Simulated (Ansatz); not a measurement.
**CO, quintet: from triple and quadruple zeta to the limit**

| atom | x (Å) | y (Å) | z (Å) |
| --- | --- | --- | --- |
| O | 0.0000 | 0.0000 | 0.0000 |
| C | 0.0000 | 0.0000 | 1.1955 |

Ansatz 0.2.0, UHF determinant, valence electrons correlated. Energies in eV.

| set | X | functions | Hartree–Fock | MP2 correlation | CCSD(T) correlation | time |
| --- | --- | --- | --- | --- | --- | --- |
| def2-TZVPP | 3 | 62 | -3060.1626 | -6.4199 | -7.1907 | 3.1 s on 1 × NVIDIA H100 80GB HBM3 with 1 thread of AMD EPYC 7R13 Processor (Zen 3), with other jobs on the host |
| def2-QZVPP | 4 | 114 | -3060.3082 | -7.0414 | -7.7876 | 4.8 s on 1 × NVIDIA H100 80GB HBM3 with 1 thread of AMD EPYC 7R13 Processor (Zen 3), with other jobs on the host |

Hartree–Fock is taken to follow E(X) = E∞ + A·exp(−7.88·√X), correlation E(X) = E∞ + B·X^−2.97.

Cautions: another spin lies lower.

Q: Work out the CCSD(T) energy at the limit, and how far the shortcut misses it that extrapolates MP2 and adds CCSD(T) minus MP2 from the smaller set.

A: Hartree–Fock: E∞ = E4 + 0.1377·(E4 − E3) = -3060.3283. Correlation: E∞ = E4 + 0.7407·(E4 − E3) = -8.2297 for CCSD(T) and -7.5019 for MP2. The limit is -3068.5580 eV, 0.462 eV below def2-QZVPP. The shortcut gives a correlation energy of -7.5019 + (-0.7709) = -8.2727, 43 meV lower than the direct value.
